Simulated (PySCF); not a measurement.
Geometry:
| atom | x (Å) | y (Å) | z (Å) |
| --- | --- | --- | --- |
| O1 | 1.958 | 0.011 | -0.466 |
| C2 | 0.826 | 0.005 | -0.206 |
| C3 | -0.443 | -0.002 | 0.111 |
| F4 | -1.168 | 1.109 | 0.291 |
| F5 | -1.165 | -1.120 | 0.253 |

Fast rotation and ring inversion assumed for equivalent nuclei, non-relativistic Hamiltonian, isolated molecule, one conformer. Shieldings: GIAO PBE0/pcSseg-1; GFN2-xTB geometry; PySCF.

δ = σ(ref) − σ, references computed at the same level: $^{13}$C (σref 186.93) against TMS; $^{17}$O (σref 336.08) against H2O; CFCl3 for $^{19}$F (σref 170.95).

| atoms | nucleus | count | δ (ppm) |
| --- | --- | --- | --- |
| O1 | $^{17}$O | 1 | 827.4 |
| F4/F5 | $^{19}$F | 2 | ? |
| C3 | $^{13}$C | 1 | 212.7 |
| C2 | $^{13}$C | 1 | ? |

Question: Complete the table.

Answer: 
- C2: 313.6 ppm, central carbon of a ketene
- F4/F5: -212.6 ppm, vinylic fluorine

Shifts are as computed. Against solution values, carbons near 30 ppm lie about +3 ppm off and those near 130 ppm about +5 ppm. Of 1309 compounds with measured shifts, 239 miss one by over three times the rms of a fit or turn the order of signals round; such compounds aren't used in these exercises. Unscaled 19F shifts against computed CFCl3 carry errors that often reach 10 to 50 ppm. Unscaled 17O shifts of doubly bonded oxygen tend to come out too high, by tens of ppm or more. Experimental scales use liquid or dissolved standards, which lie at an offset from isolated H2O (liquid H2O: subtract about 36 ppm).
